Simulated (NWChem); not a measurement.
# One shape, several levels: C2F3N (cyanotrifluoromethane)

Aim: a comparison of 3 runs (HF/pcseg-0, HF/pcseg-1, HF/pcseg-2) of C2F3N (cyanotrifluoromethane). 

Program for the calculation: NWChem 7.3.0.

### Step 1. Starting point

The species is C2F3N (6 atoms), meant as a singlet with charge 0. SMILES: `N#CC(F)(F)F`. Geometry: relaxed at PBE0-D4/def2-TZVP.

Bond lengths: N1–C2 1.146 Å, C2–C3 1.481 Å, C3–F4 1.326 Å, C3–F5 1.326 Å, C3–F6 1.326 Å. Angles: N1–C2–C3 180.0°, C2–C3–F4 110.1°, C2–C3–F5 110.1°, C2–C3–F6 110.1°, F4–C3–F5 108.8°, F4–C3–F6 108.8°, F5–C3–F6 108.8°.

### Step 2. The charge distribution at HF/pcseg-0 (run 1)

The input, c2f3n.nw:

```
START c2f3n
TITLE "C2F3N"
memory 2200 mb

GEOMETRY noautosym nocenter noautoz
N        1.022100      -1.705100       0.893500
C        0.486200      -0.810600       0.417800
C       -0.206400       0.345600      -0.197200
F       -1.316000      -0.055800      -0.802300
F        0.581500       0.927000      -1.091500
F       -0.525200       1.234800       0.733600
END

BASIS "ao basis" spherical bse
* library pcseg-0
END

SCF
thresh 1e-08
maxiter 80
noprint "final vectors analysis"
END

PROPERTY
dipole
quadrupole
mulliken
END

TASK scf property
```

Command:

```
nwchem c2f3n.nw > c2f3n.out
```

Output:

```text
[...]
  functions       =    54
[...]
  wavefunction    = RHF
[...]
         Total SCF energy =   -427.193196139254
      One-electron energy =  -1050.420202266928
      Two-electron energy =    390.956340476457
 Nuclear repulsion energy =    232.270665651217
        Time for solution =      2.3s
[...]
   Dipole moment        0.8786696458 Debye(s)
             DMX       -0.4108158923 DMXEFC        0.0000000000
             DMY        0.6856399017 DMYEFC        0.0000000000
             DMZ       -0.3649500983 DMZEFC        0.0000000000
   -EFC- dipole         0.0000000000 DEBYE(S)
   Total dipole         0.8786696458 DEBYE(S)
[...]
```

Run time: 3.3 s. Hardware: 1 thread of Intel Xeon Platinum 8259CL at 2.50GHz (Skylake/Cascade Lake), shared host; peak memory 0.1 GiB.

Atomic charges (e):

| atom | Mulliken |
| --- | --- |
| N1 | -0.269 |
| C2 | -0.097 |
| C3 | +1.589 |
| F4 | -0.408 |
| F5 | -0.408 |
| F6 | -0.408 |

### Step 3. The charge distribution at HF/pcseg-1 (run 2)

The input, sp.nw:

```
echo
start sp
title "C2F3N"
memory total 2200 mb

geometry noautosym nocenter noautoz
  N     1.022100   -1.705100    0.893500
  C     0.486200   -0.810600    0.417800
  C    -0.206400    0.345600   -0.197200
  F    -1.316000   -0.055800   -0.802300
  F     0.581500    0.927000   -1.091500
  F    -0.525200    1.234800    0.733600
end

basis spherical bse
  * library pcseg-1
end

scf
  thresh 1e-08
  maxiter 80
  noprint "final vectors analysis"
end

property
  dipole
  quadrupole
  mulliken
end

task scf property
```

Command:

```
nwchem sp.nw > sp.out
```

Output:

```text
[...]
  functions       =    84
[...]
  wavefunction    = RHF
[...]
         Total SCF energy =   -428.349679727888
      One-electron energy =  -1053.171523019970
      Two-electron energy =    392.551177640865
 Nuclear repulsion energy =    232.270665651217
        Time for solution =     14.5s
[...]
   Dipole moment        1.2914261926 Debye(s)
             DMX       -0.6038471540 DMXEFC        0.0000000000
             DMY        1.0077357789 DMYEFC        0.0000000000
             DMZ       -0.5363010586 DMZEFC        0.0000000000
   -EFC- dipole         0.0000000000 DEBYE(S)
   Total dipole         1.2914261926 DEBYE(S)
[...]
```

Run time: 16 s. Hardware: 1 thread of Intel Xeon Platinum 8259CL at 2.50GHz (Skylake/Cascade Lake), shared host; peak memory 0.099 GiB.

Atomic charges (e):

| atom | Mulliken |
| --- | --- |
| N1 | -0.187 |
| C2 | -0.029 |
| C3 | +1.262 |
| F4 | -0.348 |
| F5 | -0.349 |
| F6 | -0.349 |

### Step 4. The charge distribution at HF/pcseg-2 (run 3)

The input, work.nw:

```
echo
start work
memory 2200 mb
geometry units angstrom noautosym nocenter noautoz
  N      1.022100    -1.705100     0.893500
  C      0.486200    -0.810600     0.417800
  C     -0.206400     0.345600    -0.197200
  F     -1.316000    -0.055800    -0.802300
  F      0.581500     0.927000    -1.091500
  F     -0.525200     1.234800     0.733600
end
basis spherical bse
  * library pcseg-2
end
scf
  nopen 0
  rhf
  thresh 1e-08
  maxiter 80
  noprint "final vectors analysis"
end
property
  dipole
  quadrupole
  mulliken
end
task scf property
```

Command:

```
nwchem work.nw > work.out
```

Output:

```text
[...]
  functions       =   180
[...]
  wavefunction    = RHF
[...]
         Total SCF energy =   -428.639219398394
      One-electron energy =  -1054.097447969579
      Two-electron energy =    393.187562919968
 Nuclear repulsion energy =    232.270665651217
        Time for solution =    192.4s
[...]
   Dipole moment        1.3360938443 Debye(s)
             DMX       -0.6247349112 DMXEFC        0.0000000000
             DMY        1.0426036537 DMYEFC        0.0000000000
             DMZ       -0.5548249028 DMZEFC        0.0000000000
   -EFC- dipole         0.0000000000 DEBYE(S)
   Total dipole         1.3360938443 DEBYE(S)
[...]
```

It took 3.3 min on 1 thread of Intel Xeon Platinum 8259CL at 2.50GHz (Skylake/Cascade Lake), shared host; peak memory 0.11 GiB.

Atomic charges (e):

| atom | Mulliken |
| --- | --- |
| N1 | -0.196 |
| C2 | +0.103 |
| C3 | +1.021 |
| F4 | -0.309 |
| F5 | -0.309 |
| F6 | -0.309 |

### Step 5. Overview of the runs

| run | level | energy (Eh) | dipole moment (D) | wall time |
| --- | --- | --- | --- | --- |
| 1 | HF/pcseg-0 | -427.193196 | 0.88 | 3.3 s |
| 2 | HF/pcseg-1 | -428.349680 | 1.29 | 16 s |
| 3 | HF/pcseg-2 | -428.639219 | 1.34 | 3.3 min |

### Step 6. What came out

| quantity | value |
| --- | --- |
| run 3: total energy | -428.63922 Eh |
| run 3: dipole moment | 1.34 D |

**Reading.** The dipole moment (its size) runs from 0.88 D (HF/pcseg-0) to 1.34 D (HF/pcseg-2). All runs together took 3.6 min, the longest 3.3 min.
